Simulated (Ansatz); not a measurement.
# NHO+ (doublet): the correlation ladder, def2-QZVPP

One table from this session's results is given with a row withheld; the runs are named, their logs left out.

Program: Ansatz 0.2.0, Gaussian basis. Level of theory: def2-QZVPP, core rule «outside noble gas», up to 2 orbitals frozen. These are calculated values, not measurements.

Plan: UHF; ROHF; CCSD(T) on UHF.

2 further runs of the same task are left out: 2 set aside as unsound or not needed.

### The system

The geometry is a PBE0/def2-TZVP stationary point (not a proven minimum) of the parent state, kept for this charge and spin.

3 atoms, charge 1, spin multiplicity 2.

Atoms are counted from 1 here; the program's logs count them from 0.

Bond lengths: N1–O2 1.241 Å, O2–H3 1.000 Å. Angles: N1–O2–H3 112.3°.

The first run:

Contents of in.yaml:

```yaml
crystal:
  periodic: [false, false, false]
  atoms:
    - {symbol: N, position_ang: [0.000000, 0.066533, 0.690604]}
    - {symbol: O, position_ang: [0.000000, -0.105972, -0.538841]}
    - {symbol: H, position_ang: [0.000000, 0.757574, -1.043675]}
basis:
  gaussian: {orbitals: "def2-QZVPP.json"}
total_charge: 1
magnetization: {spin_polarized: true, initial_magnetization: 1}
hamiltonian: {xc: hf}
output: {orbitals: {seedname: orbitals}}
```

Run with:

```console
> ansatz run in.yaml --threads 1 --pin off --events-out ev --progress --plain --max-ram 2393MiB
```

Among the steps run: UHF; ROHF; CCSD(T) on UHF.

One table of the session follows, with a row left open; its other results are not shown here.

```
  method  from UCCSD(T) (meV)
    ROHF             +12198.2
     UHF                    ?
    UMP2              +1083.9
   UCCSD               +547.9
UCCSD(T)                    0
```

Q: Estimate the row for UHF from the others.

As computed: from UCCSD(T) (meV): +11964.2. In the column «from UCCSD(T) (meV)» it lies between UMP2 (+1083.9) and ROHF (+12198.2).
